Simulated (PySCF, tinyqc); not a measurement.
A ladder of methods, and size consistency: correlation methods against full CI in the sto-3g basis, for BH, spin multiplicity 1. Computed by the program tinyqc with PySCF. 

Geometry (angstrom):
```
atom       x       y       z
B     0.0000  0.0000  0.0000
H     0.0000  0.0000  1.1990
```

RHF energy of one = -24.752885 hartree

All electrons correlated; +Q is the Davidson correction (1 - c0^2) E_corr. The last columns treat two copies 100 angstrom apart as one system. FCI is the lowest singlet.

Correlation energies (hartree):
```
method   E_corr of one  share of FCI (%)  E_corr of two at 100 angstrom  two minus twice one (mhartree)
MP2          -0.028836           51.4048                      -0.057672                          0.0000
CISD         -0.054387           96.9532                      -0.101469                          7.3051
CISD+Q       -0.058640          104.5352                      -0.114089                          3.1909
CCSD         -0.055935           99.7128                      -0.111870                          0.0000
CCSD(T)      -0.055992           99.8137                      -0.111983                          0.0000
FCI          -0.056096          100.0000                              -                               -
```

MP2 recovers 51 %, CISD 97.0 % and CCSD 99.7 % of the FCI value (c0^2 = 0.922 in CISD). MP2 and coupled cluster are size consistent, so their last column vanishes; CISD loses 7.31 mhartree, since a double excitation on each copy is a quadruple of the pair, and the Davidson correction leaves +3.19. The restricted reference is unstable here: a spin-polarised solution lies 0.0115 hartree lower (PySCF), so results built on it describe a poor reference.
